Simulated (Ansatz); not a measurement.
## Nudged elastic band run: C₂H₄OS

Input:

```yaml
crystal:
  periodic: [false, false, false]
  atoms:
    - { symbol: C, position_ang: [0.130456, 0.733707, -0.45093] }
    - { symbol: C, position_ang: [-0.331828, -0.438531, 0.353715] }
    - { symbol: O, position_ang: [0.493501, -0.878567, 1.365557] }
    - { symbol: S, position_ang: [0.382601, -2.055268, 0.07885] }
    - { symbol: H, position_ang: [-0.046713, 1.661165, 0.117823] }
    - { symbol: H, position_ang: [-0.426196, 0.803212, -1.397084] }
    - { symbol: H, position_ang: [1.203907, 0.64494, -0.665437] }
    - { symbol: H, position_ang: [-1.405738, -0.470648, 0.597516] }
basis:
  gaussian: { orbitals: def2-SVP }
hamiltonian:
  xc: pbe0
  dispersion: d4
neb:
  order_check: false
  images: 8
  f_tol: 0.05
  max_iterations: 60
  climbing: false
  final_atoms:
    - { symbol: C, position_ang: [0.14656789, 0.73124453, -0.44996817] }
    - { symbol: C, position_ang: [-0.319611, -0.53978868, 0.18438845] }
    - { symbol: O, position_ang: [-0.24511914, -0.62823189, 1.55735747] }
    - { symbol: S, position_ang: [0.8699205, -1.73170839, 0.78829472] }
    - { symbol: H, position_ang: [1.06569946, 1.0823387, 0.03806067] }
    - { symbol: H, position_ang: [-0.63419169, 1.50182751, -0.34207061] }
    - { symbol: H, position_ang: [0.33590039, 0.58661717, -1.52382344] }
    - { symbol: H, position_ang: [-1.21917641, -1.00228895, -0.25222909] }
  initial_path:
    images:
      - { positions_ang: [[0.130456, 0.733707, -0.45093], [-0.331828, -0.438531, 0.353715], [0.493501, -0.878567, 1.365557], [0.382601, -2.055268, 0.07885], [-0.046713, 1.661165, 0.117823], [-0.426196, 0.803212, -1.397084], [1.203907, 0.64494, -0.665437], [-1.405738, -0.470648, 0.597516]] }
      - { positions_ang: [[0.13069976, 0.73365957, -0.45301417], [-0.33593901, -0.44885557, 0.33498761], [0.41466956, -0.847152, 1.40251668], [0.45896953, -2.01601566, 0.15901123], [0.07835821, 1.61593973, 0.148659], [-0.48449196, 0.88845243, -1.31160032], [1.14236453, 0.60442871, -0.77322235], [-1.40464061, -0.5304472, 0.49267232]] }
      - { positions_ang: [[0.13094352, 0.73361214, -0.45509834], [-0.34005001, -0.45918015, 0.31626023], [0.33583811, -0.81573699, 1.43947637], [0.53533806, -1.97676332, 0.23917246], [0.20342942, 1.57071445, 0.17949499], [-0.54278792, 0.97369286, -1.22611664], [1.08082206, 0.56391742, -0.88100771], [-1.40354323, -0.59024641, 0.38782864]] }
      - { positions_ang: [[0.13118727, 0.7335647, -0.45718251], [-0.34416102, -0.46950472, 0.29753284], [0.25700667, -0.78432199, 1.47643605], [0.61170658, -1.93751097, 0.3193337], [0.32850063, 1.52548918, 0.21033099], [-0.60108388, 1.05893329, -1.14063297], [1.01927958, 0.52340613, -0.98879306], [-1.40244584, -0.65004561, 0.28298496]] }
      - { positions_ang: [[0.13143103, 0.73351727, -0.45926668], [-0.34827202, -0.4798293, 0.27880545], [0.17817522, -0.75290698, 1.51339574], [0.68807511, -1.89825863, 0.39949493], [0.45357184, 1.4802639, 0.24116698], [-0.65937984, 1.14417372, -1.05514929], [0.95773711, 0.48289483, -1.09657842], [-1.40134845, -0.70984482, 0.17814128]] }
      - { positions_ang: [[0.13322124, 0.73324366, -0.45915981], [-0.34691458, -0.49108015, 0.25999139], [0.09610632, -0.72509197, 1.5347069], [0.74222172, -1.86230756, 0.47832212], [0.57717322, 1.41594987, 0.2323045], [-0.68249047, 1.22179767, -0.93792558], [0.86129193, 0.47641452, -1.19195469], [-1.38061939, -0.76891604, 0.08372516]] }
      - { positions_ang: [[0.1365579, 0.73274388, -0.4568619], [-0.34008868, -0.50325728, 0.24109065], [0.01079995, -0.70087695, 1.54036954], [0.77414642, -1.82965777, 0.55581527], [0.69930478, 1.33254708, 0.18374354], [-0.67041578, 1.29180513, -0.78896184], [0.72994405, 0.50396518, -1.27492187], [-1.34025864, -0.82725927, -0.0002634]] }
      - { positions_ang: [[0.13989457, 0.7322441, -0.45456399], [-0.33326279, -0.51543442, 0.22218992], [-0.07450641, -0.67666193, 1.54603218], [0.80607111, -1.79700798, 0.63330842], [0.82143634, 1.24914428, 0.13518259], [-0.65834108, 1.36181259, -0.63999809], [0.59859616, 0.53151585, -1.35788906], [-1.2998979, -0.8856025, -0.08425196]] }
      - { positions_ang: [[0.14323123, 0.73174431, -0.45226608], [-0.32643689, -0.52761155, 0.20328918], [-0.15981278, -0.65244691, 1.55169483], [0.83799581, -1.76435818, 0.71080157], [0.9435679, 1.16574149, 0.08662163], [-0.64626639, 1.43182005, -0.49103435], [0.46724827, 0.55906651, -1.44085625], [-1.25953716, -0.94394572, -0.16824053]] }
      - { positions_ang: [[0.14656789, 0.73124453, -0.44996817], [-0.319611, -0.53978868, 0.18438845], [-0.24511914, -0.62823189, 1.55735747], [0.8699205, -1.73170839, 0.78829472], [1.06569946, 1.0823387, 0.03806067], [-0.63419169, 1.50182751, -0.34207061], [0.33590039, 0.58661717, -1.52382344], [-1.21917641, -1.00228895, -0.25222909]] }
```

Run as:

```bash
$ ansatz run input.yaml --threads 1 --pin off --max-ram 2048MiB --backend cpu --events-out ev --progress --plain --runs-dir out
```

Output, in part (warnings, iteration lines, the closing report on the highest movable image, with atoms numbered from 0):

```
NEB end point (image 0): max|allowed force component| = 1.104e-2 eV/Å (the criterion of neb.relax_end_points is 1.000e-2)
NEB end point (image 9): max|allowed force component| = 1.617e-2 eV/Å (the criterion of neb.relax_end_points is 1.000e-2)
NEB iter   1: max|band force component| = 2.323e0 eV/Å  barrier→ = 0.3980 eV  barrier← = 0.3980 eV  Δτ_max = 0.0527 Å  (260 SCF iters)
NEB iter   2: max|band force component| = 1.065e0 eV/Å  barrier→ = 0.1572 eV  barrier← = 0.1572 eV  Δτ_max = 0.0189 Å  (248 SCF iters)
NEB iter   3: max|band force component| = 3.303e-1 eV/Å  barrier→ = 0.1323 eV  barrier← = 0.1323 eV  Δτ_max = 0.0079 Å  (247 SCF iters)
NEB iter   4: max|band force component| = 8.033e-2 eV/Å  barrier→ = 0.1304 eV  barrier← = 0.1304 eV  Δτ_max = 0.0041 Å  (237 SCF iters)
NEB iter   5: max|band force component| = 4.389e-2 eV/Å  barrier→ = 0.1302 eV  barrier← = 0.1302 eV  Δτ_max = 0.0000 Å  (412 SCF iters)
Total energy: -15004.79414476 eV, -551.4160142051 hartree
Atom 0 at     0.132170     0.732800    -0.466952 Å, force    -0.001478     0.002845     0.000731 eV/Å
Atom 1 at    -0.343516    -0.503107     0.254626 Å, force     0.002880     0.005804     0.021203 eV/Å
Atom 2 at     0.081032    -0.688250     1.555623 Å, force    -0.018963     0.001102    -0.033373 eV/Å
Atom 3 at     0.749213    -1.901177     0.492456 Å, force     0.014776    -0.000364     0.025085 eV/Å
Atom 4 at     0.603271     1.406560     0.263251 Å, force     0.018599    -0.009073    -0.002556 eV/Å
Atom 5 at    -0.709371     1.256311    -0.942433 Å, force    -0.002379     0.011237     0.017845 eV/Å
Atom 6 at     0.876282     0.498098    -1.239617 Å, force    -0.015730    -0.002152    -0.012744 eV/Å
Atom 7 at    -1.389091    -0.801226     0.083056 Å, force     0.002296    -0.009399    -0.016190 eV/Å
Dipole moment:    -0.146865     0.196896    -0.421885 e Å
```

It converged. No image climbed, so the highest image needn't sit at the top of the path.

Final band (atoms are numbered from 1 in the order of the input):

| image | path coordinate (Å) | energy (kJ/mol) | dihedral H7–C1–C2–S4 (°) |
| --- | --- | --- | --- |
| 0 | 0.00 | 0.0 | -35 |
| 1 | 0.32 | 1.4 | -22 |
| 2 | 0.63 | 5.1 | -8 |
| 3 | 0.95 | 9.4 | 5 |
| 4 | 1.26 | 12.4 | 18 |
| 5 | 1.58 | 12.6 | 32 |
| 6 | 1.90 | 9.8 | 45 |
| 7 | 2.21 | 5.4 | 59 |
| 8 | 2.53 | 1.5 | 73 |
| 9 | 2.85 | 0.0 | 86 |

The run took 2.2 min on 1 thread of Arm Neoverse V1, on a shared host, peak memory 0.25 GiB.
